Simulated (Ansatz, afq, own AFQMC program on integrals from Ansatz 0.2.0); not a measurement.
**GaSiH2, quartet → GaSiH2, sextet**

```tsv
atom	x (Å)	y (Å)	z (Å)
Si	0.0000	0.0000	1.7384
Ga	0.0000	0.0000	-0.6618
H	0.0000	-1.4132	-1.3308
H	0.0000	1.4132	-1.3308
```

Connectivity, by distances: Si–GaH2.

E(sextet, charge +0) − E(quartet, charge +0) at this geometry, on UHF and UHF determinants.

Basis cc-pVDZ. Only valence electrons are correlated. AFQMC by an in-house program on the Cholesky factors that Ansatz 0.2.0 writes for its CCSD(T) run. ph-AFQMC/CISD is guided by a CISD state made of CCSD amplitudes; releasing the constraint for a short imaginary time cuts its bias at the price of noise, slowly where states lie close. Uncertainties: one standard error, sampling alone. No spin–orbit coupling. The errors of all members are added in quadrature.

No full CI on the walks' own integrals is used here; CCSDT(Q) serves as the reference and is uncertain by about the last step of the cluster series. Each member takes its own surest rung, up to full CI.

Errors are counted within cc-pVDZ, not against nature.

Cautions: inner d shell frozen; no relativity below Rb; no spin-orbit coupling; GaSiH₂ (quartet): lower spins were not checked; GaSiH₂ (sextet): another spin lies lower, the search met a lower determinant of the same kind, perhaps of another symmetry (7 meV lower), and this one is a saddle point, unrestricted determinant slightly spin contaminated (⟨S²⟩ 8.82 against 8.75), the released energies are still falling, so no released level is given (meV from the phaseless value at times in 1/Eh: -6 ± 7 at 0.24, -9 ± 7 at 0.51, -17 ± 7 at 0.99, -24 ± 8 at 1.62, -38 ± 9 at 2.40), though the last usable value meets CCSDT(Q) within the noise, its ph-AFQMC/CISD value lies 47 ± 7 meV above CCSDT(Q); the upper state may be diffuse, so the gap hangs on the basis; core correlation is missing, and it shifts such a gap most where an s electron is promoted.

```
level  vertical spin gap (eV)
   HF                   5.538
 CCSD                   5.774
```

Q: From these cheaper values, estimate the vertical spin gap at the reference level in cc-pVDZ.

A: 5.765 eV (CCSDT(Q) in cc-pVDZ).

```csv
level,vertical spin gap (eV),error against CCSDT(Q) (eV)
MP2,5.825,0.061
CCSD(T),5.766,0.002
CCSDT,5.766,0.001
ph-AFQMC/CISD,5.822 ± 0.010,0.058 ± 0.010
```

Correlation beyond CCSD(T) changes it by less than 2 meV. The perturbative (T) step is worth −0.008 eV.

A walk keeps the symmetry of its determinant, which the program's search chose and which needn't be the lowest solution, so a lower state of the same spin and another symmetry isn't excluded.
